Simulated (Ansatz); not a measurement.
# CH₂F₂ (singlet): wave-function methods side by side, 6-31G

How much of the correlation energy of CH₂F₂ (singlet) does each wave-function method recover here?

Method: 6-31G, core rule «outside noble gas», up to 3 orbitals frozen; program: Ansatz 0.2.0, Gaussian basis.

To be run: UHF; CCSD(T) on RHF; BCCD(T) on RHF; CISD; CCSDT(Q) on RHF; CISDTQ; CCSDTQ on RHF; CASSCF and MRCISD+Q, 16 electrons in 12 orbitals; CASSCF and NEVPT2, 16 electrons in 12 orbitals.

22 further runs of the same task are left out: 4 for a known fault of the program, 1 that didn't finish, 17 set aside as unsound or not needed.

## (1) What is computed

The geometry is an MP2(full)/6-31G* stationary point (not a proven minimum).

5 atoms, charge 0, spin multiplicity 1.

Atoms are counted from 1 here; the program's logs count them from 0.

Bond lengths: C1–F2 1.364 Å, C1–F3 1.364 Å, C1–H4 1.091 Å, C1–H5 1.091 Å. Angles: F2–C1–F3 108.9°, F2–C1–H4 108.8°, F2–C1–H5 108.8°, F3–C1–H4 108.8°, F3–C1–H5 108.8°, H4–C1–H5 112.8°.

Geometry (Å):

```xyz
5
charge 0, multiplicity 1
C     0.0000    0.0000    0.5562
F     0.0000    1.1097   -0.2373
F     0.0000   -1.1097   -0.2373
H    -0.9084    0.0000    1.1600
H     0.9084    0.0000    1.1600
```

## (2) UHF

in.yaml reads:

```yaml
crystal:
  periodic: [false, false, false]
  atoms:
    - {symbol: C, position_ang: [0.000000, 0.000000, 0.556162]}
    - {symbol: F, position_ang: [0.000000, 1.109716, -0.237342]}
    - {symbol: F, position_ang: [0.000000, -1.109716, -0.237342]}
    - {symbol: H, position_ang: [-0.908369, 0.000000, 1.159958]}
    - {symbol: H, position_ang: [0.908369, 0.000000, 1.159958]}
basis:
  gaussian: {orbitals: 6-31G}
magnetization: {spin_polarized: true, initial_magnetization: 0}
hamiltonian: {xc: hf}
output: {orbitals: {seedname: orbitals}}
```

Started as:

```sh
$ ansatz run in.yaml --threads 1 --pin off --events-out ev --progress --plain --max-ram 4160MiB --backend cpu
```

The runs that follow: CCSD(T) on RHF; BCCD(T) on RHF; CISD; CCSDT(Q) on RHF; CISDTQ; CCSDTQ on RHF; CASSCF and MRCISD+Q, 16 electrons in 12 orbitals; CASSCF and NEVPT2, 16 electrons in 12 orbitals.

Before running them: what should the planned runs give, taken together? Wanted: RCCSDTQ below the RHF energy; RMP2 from RCCSDTQ; RCCSD from RCCSDTQ; RCCSD(T) from RCCSDTQ; RCCSDT(Q) from RCCSDTQ; NEVPT2 valence from RCCSDTQ; MRCISD+Q valence from RCCSDTQ; T1 diagnostic; effectively unpaired electrons.

**Answer**, as computed:

| quantity | value |
| --- | --- |
| RCCSDTQ below the RHF energy | -9.4994 eV |
| RMP2 from RCCSDTQ | +498.5 meV |
| RCCSD from RCCSDTQ | +182.7 meV |
| RCCSD(T) from RCCSDTQ | +33.7 meV |
| RCCSDT(Q) from RCCSDTQ | -2.0 meV |
| NEVPT2 valence from RCCSDTQ | +526.9 meV |
| MRCISD+Q valence from RCCSDTQ | +111.9 meV |
| levels within 1 kcal/mol (43 meV) | RCCSD(T), BCCD(T), RCCSDT, RCCSDT(Q) |
| T1 diagnostic | 0.011 |
| effectively unpaired electrons | 0.02 |

In words: RCCSD(T) lands +33.7 meV from the yardstick (0.4 % of the correlation energy). One determinant dominates. Of the multireference levels listed MRCISD+Q valence comes nearest in total energy (+111.9 meV), which doesn't show that its space is the better one. These misses are within one basis, not against nature.
